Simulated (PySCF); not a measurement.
Argon: a sound run and one with changed settings

Sound run: Ar [Ar], Ar⁺ [Ne] 3s2 3p5. Computed with PySCF 2.14 in def2-SVP (4s3p1d, 18 functions), with the non-relativistic Hamiltonian (point nucleus). The sound run starts from symmetry-adapted Hartree-Fock orbitals and uses a fine grid where one is needed.

Changed run: radial step 1.2 in ln r (0.13 in the sound run). This setting is unsound on purpose.

| species | method | sound run (hartree) | changed run (hartree) | converged |
| --- | --- | --- | --- | --- |
| Ar | UHF | -526.62338 | -526.62338 | yes |
| Ar | LDA | -525.73419 | -525.35064 | yes |
| Ar | M06-2X | -527.34139 | -526.99530 | yes |
| Ar⁺ | UHF | -526.08638 | -526.08638 | yes |
| Ar⁺ | LDA | -525.15314 | -524.93659 | yes |
| Ar⁺ | M06-2X | -526.76278 | -526.46135 | yes |

Ionisation energy of Ar:

```csv
method,sound run (eV),changed run (eV)
UHF,14.613,14.613
LDA,15.811,11.267
M06-2X,15.745,14.530
```

A coarse radial grid mis-integrates the density and the exchange-correlation energy, with errors of either sign; Hartree-Fock needs no grid.

For comparison, NIST gives 15.760 eV between the lowest levels.
